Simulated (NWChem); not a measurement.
System: formaldehyde (CH2O); SMILES C=O

```xyz
4

C      0.0000     0.0000     0.5184
O      0.0000     0.0000    -0.6898
H      0.0000    -0.9529     1.1300
H      0.0000     0.9529     1.1300
```
Atoms are numbered in this order, from 1.

Level: PBE-D3(BJ)/def2-SVP (NWChem), optimised geometry, unscaled harmonic frequencies. 

Problem. List the harmonic frequencies with IR intensities, and the thermochemistry.

Solution. 
| frequency (cm⁻¹) | IR intensity (km/mol) |
|---|---|
| 1147 | 1.7 |
| 1224 | 9.8 |
| 1483 | 4.9 |
| 1814 | 101.2 |
| 2777 | 67.3 |
| 2821 | 191.3 |

```
Item                                                                               Result
-----------------------------------------------------------------------  ----------------
zero-point energy                                                           16.1 kcal/mol
thermal correction to the enthalpy at 298.15 K (with zero-point energy)     18.5 kcal/mol
heat capacity Cv                                                          6.5 cal/(mol K)
entropy at 298.15 K and 1 atm (symmetry number 2)                        52.3 cal/(mol K)
dipole moment                                                                      1.96 D
```

Rigid rotor and harmonic oscillator.
